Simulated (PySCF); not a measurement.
Species: C5H9 (doublet state).
Geometry (GFN2-xTB, Å), atoms numbered from 1 in this order:
```xyz
14
C5H9 angstrom
C      2.001    0.651   -0.227
C      1.043   -0.455   -0.051
C     -0.358   -0.080   -0.490
C     -1.261    0.658    0.450
C     -1.543   -0.774    0.109
H      1.672    1.667   -0.132
H      3.043    0.457   -0.383
H      0.998   -0.754    1.010
H      1.385   -1.339   -0.601
H     -0.421    0.185   -1.539
H     -1.915    1.419    0.053
H     -0.890    0.881    1.439
H     -1.366   -1.522    0.866
H     -2.388   -0.995   -0.526
```

The hyperfine couplings belong to this conformer and change with its torsions.

As a line formula: `[CH2]CC1CC1` [radical].

The calculation used UKS B3LYP, pcH-1 on C H, non-relativistic, mean-field spin-orbit, GIAO in PySCF. Isolated species at its GFN2-xTB geometry (one conformer only). The geometry wasn't refined by DFT: couplings that depend on bond lengths, twists or pyramidal angles can differ widely from those at the functional's own minimum. The SCF solution wasn't tested for stability.

Principal values of hyperfine tensors in MHz (contact and dipolar terms together), for some of the nuclei:

```tsv
atom	isotope	A1	A2	A3
H8	1H	149.13	151.98	164.27
C1	13C	8.44	9.13	252.20
H7	1H	-102.89	-63.53	-23.91
H9	1H	38.52	38.98	52.82
C2	13C	-35.86	-32.96	-31.70
C3	13C	24.88	25.08	30.85
H10	1H	-6.14	-4.65	4.54
H12	1H	-0.82	-0.56	4.72
```

Question: Give the isotropic coupling of each nucleus in MHz and in mT (g = 2.0026), and the anisotropic part.

Answer: a_iso = (A1 + A2 + A3)/3, Ti = Ai − a_iso; 1 mT corresponds to 28.029 MHz.

```tsv
atom	a_iso (MHz)	a_iso (mT)	T1	T2	T3
H8	155.13	5.534	-6.00	-3.14	9.14
C1	89.92	3.208	-81.49	-80.79	162.28
H7	-63.44	-2.264	-39.45	-0.09	39.54
H9	43.44	1.550	-4.92	-4.46	9.38
C2	-33.50	-1.195	-2.35	0.55	1.80
C3	26.94	0.961	-2.06	-1.85	3.91
H10	-2.08	-0.074	-4.05	-2.57	6.62
H12	1.11	0.040	-1.93	-1.67	3.61
```

Question: What spin density at the nucleus of C1 lies behind its contact coupling (g_N = 1.40482)?

Answer: a_FC = 800.24 MHz bohr³ × g_N × ρ(0)/(2S). With a_FC = 89.92 MHz and 2S = 1, ρ(0) = 0.07999 bohr⁻³.

Question: H6 (1H, g_N = 5.58569) isn't in the table. Its spin density at the nucleus is -0.01418 bohr⁻³. What is its contact coupling?

Answer: By the same relation, a_FC = -63.4 MHz. Its full tensor has the principal values -102.86, -63.40, -23.92 MHz.

Question: Name the largest traceless tensor T of the table and describe it.

Answer: C1: -81.5, -80.8, 162.3 MHz, axial, in the ratio −1:−1:+2, the form that spin in one p orbital centred on that nucleus gives.

Question: In a single crystal, with the field along each principal axis of the tensor of C1 in turn, what first-order splitting does this nucleus give (isotropic g, quadrupole terms neglected)?

Answer: 2 lines (I = 1/2), spaced by |A_i|/(g × 13.996): 0.30, 0.33, 9.00 mT along the axes of A1, A2 and A3.
